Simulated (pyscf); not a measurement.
One four-centre exchange on the singlet surface with elements of a group swapped. CCSD(T)/def2-TZVPP + ΔMP2(QZVPP), kcal/mol, from the separated reactants. PySCF, gas phase, ωB97X-D3(BJ)/def2-SVP geometries. MP2 and CC: frozen core, UHF for open shells. ΔMP2 is the change of the MP2 total energy from the triple- to the quadruple-zeta basis.

```
step                               barrier  reaction energy  imaginary mode (i cm⁻¹)
---------------------------------  -------  ---------------  -----------------------
HF + H₂N–BH–F -> F–BH–F + NH₃          ___              ___                      780
HCl + H₂N–BH–Cl -> Cl–BH–Cl + NH₃     17.7            +11.4                     1144
```

Question: Fill in the missing entries.

Answer: 
- HF + H₂N–BH–F -> F–BH–F + NH₃, barrier: 12.1
- HF + H₂N–BH–F -> F–BH–F + NH₃, reaction energy: -6.5

Row 1: On the reactant side the descent ends in a complex, 4.7 kcal/mol under the separated species and 14.2 kcal/mol under the saddle at ωB97X-D3(BJ)/def2-TZVP. On the product side the descent ends in an adduct with a B–N contact, 18.3 kcal/mol under the separated species and 34.8 kcal/mol under the saddle at ωB97X-D3(BJ)/def2-TZVP. Row 2: On the product side the descent ends in an adduct with a B–N contact (not fully relaxed), 28.9 kcal/mol under the separated species and 33.3 kcal/mol under the saddle at ωB97X-D3(BJ)/def2-TZVP. Each row is the saddle that its search found. The CCSD(T) − MP2 part came from Ansatz, without density fitting, on the same reference.
